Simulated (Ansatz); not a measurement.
## Relaxing Hf2I3

These are results of Ansatz, DFT PBE, scalar-relativistic, plane waves, PAW, not measurements. Cutoff 420 eV, Γ-centred k mesh, Gaussian smearing, no spin polarisation in the final step.

The start puts Hf2I3 on the A-type sesquioxide structure type (P-3m1, No. 164), with Hf in place of La, I in place of O, at a guessed volume.

```
Hf I
1.0
     4.94506    0.00000    0.00000
    -2.47253    4.28255    0.00000
     0.00000    0.00000    7.69371
Hf I
2 3
Direct
  0.33333 0.66667 0.24500
  0.66667 0.33333 0.75500
  0.00000 0.00000 0.00000
  0.33333 0.66667 0.64500
  0.66667 0.33333 0.35500
```

Cell and atoms relax at zero pressure; the relaxation can't lower the symmetry of the start. After a coarse first stage the cell is made exact in the group found at 0.06 Å.

Formation energies are uncorrected and refer to the elements' standard structures at the same level.

Q: Which crystal results?

A: It keeps P-3m1 (No. 164), but not the shape of the type it started on. Conventional cell: a = 4.915 Å, c = 8.265 Å. Hf is coordinated by 4 I at 2.93–3.03 Å, 3 Hf at 3.18 Å and 3 I at 3.25 Å; I on Wyckoff site a (1 atom of the primitive cell) is coordinated by 6 Hf at 2.93 Å and 6 I at 3.66 Å; I on Wyckoff site d (2 atoms of the primitive cell) has 1 Hf at 3.03 Å, 3 Hf at 3.25 Å and 3 I at 3.66 Å.

Space group P-3m1 (No. 164). a = 4.915 Å, b = 4.915 Å, c = 8.265 Å, α = 90.00°, β = 90.00°, γ = 120.00°
```tsv
atom	site	symmetry	x	y	z
Hf	2d	3m.	0.3333	0.6667	0.0867
I	1a	-3m.	0.0000	0.0000	0.0000
I	2d	3m.	0.3333	0.6667	0.7204
```

Q: What are its volume, energy, density and gap?

A: The volume per atom is 34.6 Å³. The density is 7.1 g/cm³. The energy over the elements is -0.11 eV/atom and the gap on the 12×12×6 mesh is 0 eV (a metal).

The final run used a 12×12×6 mesh on its 5-atom cell and 0.10 eV smearing. The k mesh leaves about 4 meV/atom of noise in metals. Weakly bound directions are ill-defined at this level, which has no dispersion term. Spin–orbit coupling is left out. Symmetry constrained the relaxation, so the result can be a saddle point.

Cost: 3 runs of about 4.5 core-minutes in all, on Intel Xeon 6975P-C (Granite Rapids) (shared hosts).